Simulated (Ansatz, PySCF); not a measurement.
System: F$_{2}$, charge 0, singlet. F2 (SMILES FF).
B3LYP-D3(BJ)/def2-TZVP minimum from Ansatz (a program for electronic structure):
```xyz
2

F      0.0000     0.0000    -0.6982
F      0.0000     0.0000     0.6982
```
Charge 0, spin multiplicity 1.

Total energies in hartree (Ansatz). UHF or UKS for unpaired electrons; spin-orbit terms are left out. Cores are frozen in correlated methods. No relativity. The restricted determinant of F2 (FF, singlet) is unstable towards broken spin symmetry in at least one set run.

| species | HF/cc-pVTZ | CCSD(T)/cc-pVTZ | HF/cc-pVQZ | CCSD(T)/cc-pVQZ | CCSDT(Q)/cc-pVQZ |
|---|---|---|---|---|---|
| 1: F2 (SMILES FF) | -198.75395 | -199.29590 | -198.77020 | -199.35875 | -199.36036 |
| 2: F (doublet) | -99.40552 | -99.62036 | -99.41377 | -99.65026 | -99.65054 |

Work out the enthalpy of formation at 298 K (by atomisation, with ideal-gas terms from PySCF's Hessian at B3LYP-D3(BJ)/def2-TZVP and the atoms' measured values of the G2/97 table; no spin-orbit terms) in kcal/mol: take Hartree-Fock from cc-pVQZ, extrapolate the CCSD(T) correlation energy as X^-3 (X = 3, 4), and add CCSDT(Q) - CCSD(T) in cc-pVQZ. The further terms named in the bracket sum to +0.06125 hartree. 1 hartree = 627.51 kcal/mol.


Species 1: correlation (64·(-0.58855) - 27·(-0.54195))/37 = -0.62256; step -0.00161; E1 = -198.77020 + (-0.62256) + (-0.00161) = -199.39437
Species 2: correlation (64·(-0.23649) - 27·(-0.21484))/37 = -0.25229; step -0.00028; E2 = -99.41377 + (-0.25229) + (-0.00028) = -99.66634
+1·E1 -2·E2 +0.06125 = -0.00044 hartree = -0.3 kcal/mol. Measured: 0.0 kcal/mol, 0.0 kJ/mol (Active Thermochemical Tables 1.112 (ions: stationary electron), as tabulated in the package chemicals); atomic spin-orbit terms, which the calculations lack, would raise the computed values. The composite differs from it by -0.3 kcal/mol; core, relativistic and spin-orbit terms are not in it.
